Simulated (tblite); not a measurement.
Species: C3H6NO (doublet state).
Numbering: `[CH3:1][CH:2][C:3]([NH2:4])=[O:5]` (hydrogens: H6, H7, H8 on C1; H9 on C2; H10, H11 on N4)

Structure used (GFN2-xTB), in Å, numbered top down from 1:
```
atom  x, y, z in Å
C1    -1.7041   -0.0287    0.4587
C2    -0.2827    0.2782    0.6691
C3     0.7263   -0.3161   -0.1591
N4     2.0197    0.0325    0.1476
O5     0.4880   -1.1045   -1.0687
H6    -2.2691    0.8794    0.2310
H7    -1.8040   -0.7363   -0.3612
H8    -2.1496   -0.4486    1.3645
H9     0.0024    0.9609    1.4545
H10    2.7475   -0.2955   -0.4637
H11    2.2309    0.7812    0.7812
```

The geometry is computed with GFN2-xTB (gas phase). This method treats the open shell by occupation alone, without spin polarisation.

Masses are those of the commonest isotopes; rigid-rotor values at the optimised geometry. The values belong to one conformer with, in the numbering `[CH3:1][CH:2][C:3]([NH2:4])=[O:5]`, C1–C2–C3–N4 -179°, C2–C3–N4–H -174° and -11°.

**Question.** What are A, B and C (MHz)?

**Answer.** Ia = 47.83, Ib = 129.85, Ic = 174.53 u·Å²; 505379 MHz·u·Å²/I gives A = 10567, B = 3892, C = 2896 MHz.

**Question.** Classify the top.

**Answer.** An asymmetric top. Ray's parameter κ = (2B − A − C)/(A − C) = -0.740; −1 is the prolate and +1 the oblate limit.

**Question.** Is it planar, by Δ = Ic − Ia − Ib?

**Answer.** Not planar: Δ = Ic − Ia − Ib = -3.14 u·Å². For a rigid frame Δ = −2 Σ m c², so Σ m c² = 1.57 u·Å² lies off the ab plane: 1.57 from hydrogen and 0.01 from heavier atoms. The atom farthest from that plane is 0.88 Å away.

**Question.** Give the other two planar moments, Paa and Pbb, and the rms extents of the mass along the axes.

**Answer.** Paa = Σ m a² = (Ib + Ic − Ia)/2 = 128.28 and Pbb = Σ m b² = (Ia + Ic − Ib)/2 = 46.26 u·Å². With the mass M = 72.04 u, the rms extents √(P/M) along a, b and c are 1.33, 0.80, 0.15 Å.

For this open shell read J as N, the rotation without spin; fine and hyperfine splittings come on top. Its GFN2-xTB frequencies are all real (lowest 106 cm⁻¹). Constants of a rigid frame at the computed geometry: no zero-point averaging, no centrifugal distortion.
